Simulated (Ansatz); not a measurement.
This Ansatz (a quantum-chemistry and plane-wave program) input (PBE/def2-TZVPP) gives -1.16615 Eh with 28 basis functions. A basis named .json is the Basis Set Exchange file of that set (core-valence sets with the plain set on hydrogen).

Ansatz 0.2 input:
```yaml
crystal:
  periodic: [false, false, false]
  atoms:
    - {symbol: H, position_ang: [-0.00000000, -0.00000000, -0.37201156]}
    - {symbol: H, position_ang: [0.00000000, 0.00000000, 0.37201156]}
basis:
  gaussian:
    orbitals: def2-TZVPP
    fitting: {mean_field: def2-SV_P_-JKFIT.json}
hamiltonian:
  xc: {name: PBE}
magnetization: {spin_polarized: false}
```

Change:
```diff
- fitting: {mean_field: def2-SV_P_-JKFIT.json}
+ final_grid: {core_spheres: 18, valence_spheres: 15, degree: 47}
```

**Question.** What does the run give now?

**Answer.** -1.16612 Eh (PBE/def2-TZVPP, 28 functions), a change of +0.03 mEh.
